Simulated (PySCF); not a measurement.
A series of derivatives of c1ccsc1

Parent skeleton `[cH:1]1[cH:2][cH:3][s:4][cH:5]1`; one hydrogen on atom 1 is replaced by X. Hydrogens on one atom are averaged.

All values are calculated (PySCF 2.14.0 with density-fitted response routines): PBE0-D3(BJ)/def2-SVP structure, shieldings: GIAO PBE0/pcSseg-1. A single conformation, non-relativistic Hamiltonian, one averaged value for each set of equivalent atoms, no solvent.

Chemical shifts δ = σref − σ; 13C (184.41 ppm), 1H (31.27 ppm) against TMS; CS2 for 33S (495.66 ppm), all at this level.

Parent (X = H): C1 131.4, C2 131.4, C3 132.8, S4 220.6, C5 132.8, H(C2) 7.19, H(C3) 7.17, H(C5) 7.17 ppm. Effects are Δδ = δ(X) − δ(H), positive for deshielding.

Problem. Give Δδ (ppm) for X = OCOCH3, OCF3, N-pyrrolidinyl, OGeH3, OSiMe3, CHF2.

Solution. 
| X | SMILES | C1 | C2 | C3 | S4 | C5 | H(C2) | H(C3) | H(C5) |
| --- | --- | --- | --- | --- | --- | --- | --- | --- | --- |
| OCOCH3 | CC(=O)Oc1ccsc1 | +21.3 | -6.4 | -2.6 | -30.8 | -15.2 | -0.27 | -0.17 | +1.03 |
| OCF3 | FC(F)(F)Oc1ccsc1 | +20.1 | -9.6 | +0.4 | -35.1 | -18.0 | -0.06 | -0.06 | -0.40 |
| N-pyrrolidinyl | c1cc(N2CCCC2)cs1 | +18.3 | -11.1 | -0.1 | -37.5 | -36.7 | -0.67 | -0.18 | -1.82 |
| OGeH3 | [GeH3][O]c1ccsc1 | +32.9 | -4.4 | -0.4 | -46.1 | -30.7 | -0.34 | -0.20 | -1.46 |
| OSiMe3 | C[Si](C)(C)Oc1ccsc1 | +27.6 | -8.7 | -1.5 | -48.8 | -21.7 | -0.58 | -0.27 | -0.83 |
| CHF2 | FC(F)c1ccsc1 | +11.5 | -1.7 | +2.4 | +1.2 | -1.1 | +0.04 | +0.07 | +0.24 |

Problem. Which position responds most, and to which substituents?

Solution. S4: from -48.8 ppm with OSiMe3 to +1.2 ppm with CHF2.
